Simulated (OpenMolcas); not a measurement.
A ladder of methods for BN (boron nitride)

BN: 2 atoms, total charge 0, spin state triplet. SMILES: `B#N`. Geometry: relaxed at PBE0-D4/def2-TZVP.

```jsonl
{"atom": "B", "x (Å)": "0.0000", "y (Å)": "0.0000", "z (Å)": "-0.0235"}
{"atom": "N", "x (Å)": "0.0000", "y (Å)": "0.0000", "z (Å)": "1.2919"}
```

Each level gives the energy change with the B1–N2 bond stretched from 1.315 to 1.585 Å (eV). The values are calculated.

```json
{"level": "UHF/STO-3G", "kind": "Hartree–Fock", "program": "OpenMolcas", "value (eV)": "0.27", "less FCI/STO-3G": "-0.58", "CPU time (all runs)": "3.8 s"}
{"level": "USVWN5/STO-3G", "kind": "LDA", "program": "OpenMolcas", "value (eV)": "1.01", "less FCI/STO-3G": "+0.16", "CPU time (all runs)": "8.4 s"}
{"level": "UPBE/STO-3G", "kind": "GGA", "program": "OpenMolcas", "value (eV)": "0.89", "less FCI/STO-3G": "+0.04", "CPU time (all runs)": "8.8 s"}
{"level": "U-r2SCAN/STO-3G", "kind": "meta-GGA", "program": "OpenMolcas", "value (eV)": "1.10", "less FCI/STO-3G": "+0.25", "CPU time (all runs)": "12 s"}
{"level": "UB3LYP/STO-3G", "kind": "global hybrid", "program": "OpenMolcas", "value (eV)": "1.05", "less FCI/STO-3G": "+0.20", "CPU time (all runs)": "9.7 s"}
{"level": "UM06-2X/STO-3G", "kind": "hybrid meta-GGA", "program": "OpenMolcas", "value (eV)": "1.38", "less FCI/STO-3G": "+0.53", "CPU time (all runs)": "11 s"}
{"level": "CASSCF(4,4)/STO-3G", "kind": "multireference", "program": "OpenMolcas", "value (eV)": "1.04", "less FCI/STO-3G": "+0.19", "CPU time (all runs)": "3.3 s"}
{"level": "ROCCSD(T)/STO-3G", "kind": "coupled cluster or CI", "program": "OpenMolcas", "value (eV)": "0.87", "less FCI/STO-3G": "+0.02", "CPU time (all runs)": "5.5 s"}
{"level": "FCI/STO-3G", "kind": "exact in the basis", "program": "OpenMolcas", "value (eV)": "0.85", "less FCI/STO-3G": "0.00", "CPU time (all runs)": "3.7 s"}
```

FCI/STO-3G is exact within its basis and frozen core, so for wave-function methods in that basis the difference is their error; functionals converge differently with the basis, so for them it is only a difference. The first shape isn't each level's own minimum. The values span 0.27 to 1.38 eV. Spin contamination of the reference (⟨S²⟩ at least 0.1 too high) touches UHF/STO-3G. All rows use very small basis sets, so even the best lies far from the true value. CPU times are rough (shared hosts, several kinds of processor): they show what a rung costs within a factor of a few.
